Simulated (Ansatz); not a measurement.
A nudged elastic band was laid between two geometries of ClH3Si + H2O (8 atoms, charge 0, multiplicity 1).

Level of theory: RKS PBE/def2-SVP (Ansatz 0.2.0).

* movable images: 5
* climbing image: yes
* spring: 5.0 eV/Å²
* optimiser: quadratic models (default)
* start path: through a guess of the saddle point
* force threshold: 0.05 eV/Å
* iteration limit: 60
* end points: relaxed

Image 0:

```xyz
8
Properties=species:S:1:pos:R:3
Si 0.330 0.037 -0.052
Cl 0.297 -0.147 2.046
H 1.788 0.047 -0.419
H -0.300 1.326 -0.467
H -0.308 -1.165 -0.675
O -2.586 0.047 0.737
H -2.763 -0.912 0.707
H -2.116 0.137 1.591
```

Image 6:

```xyz
8
Properties=species:S:1:pos:R:3
Si -0.302 -0.082 -0.520
Cl -0.709 0.753 3.233
H 0.916 -0.829 -0.053
H -0.078 1.395 -0.478
H -0.637 -0.527 -1.918
O -1.637 -0.354 0.508
H -1.936 -1.280 0.569
H -1.275 0.295 2.127
```

**Question.** Which bonds break or form, and what moves?

**Answer.** Bonds broken: Si1–Cl2, O6–H8. Bonds formed: Si1–O6, Cl2–H8. ClH3Si + H2O becomes ClH + H4OSi.

**Question.** What energy profile does the band end with?

**Answer.** The forces met the threshold. The highest image is number 3 of 0 to 6, 0.77 eV above the first end and 0.73 eV above the last; the last end lies 0.04 eV above the first. A vibrational analysis at the climbing image gives one clearly imaginary mode, 188i cm⁻¹: a first-order saddle point. The orbitals stay closed-shell, which can raise the energy where a bond breaks towards radicals; this wasn't checked here.

```csv
image,path coordinate (Å),energy (eV),Si1–Cl2 (Å),O6–H8 (Å),Si1–O6 (Å)
0,0.00,0.00,2.11,0.98,3.02
1,0.79,0.12,2.12,0.98,2.84
2,1.57,0.57,2.21,0.99,2.33
3,2.36,0.77,2.45,1.04,1.94
4,2.98,0.43,2.86,1.39,1.77
5,3.59,0.07,3.44,1.72,1.71
6,4.21,0.04,3.87,1.78,1.71
```

**Question.** What is the geometry of the highest image?

**Answer.** 
```xyz
8
Properties=species:S:1:pos:R:3
Si -0.195 0.096 -0.107
Cl 0.009 0.717 2.258
H 1.084 -0.666 0.078
H -0.121 1.528 -0.524
H -0.776 -0.613 -1.329
O -1.891 -0.326 0.743
H -2.190 -1.253 0.636
H -1.576 -0.113 1.712
```

**Question.** What are the harmonic wavenumbers there?

**Answer.** 188i, 142, 345, 389, 439, 583, 671, 711, 820, 957, 1001, 1052, 1347, 2039, 2163, 2220, 2657, 3662 cm⁻¹.

The band took 15 iterations and roughly 2.4 core-minutes.

Time of the run: 2.4 min on 1 thread of Arm Neoverse V1, with other jobs on the host, peak memory 0.15 GiB.
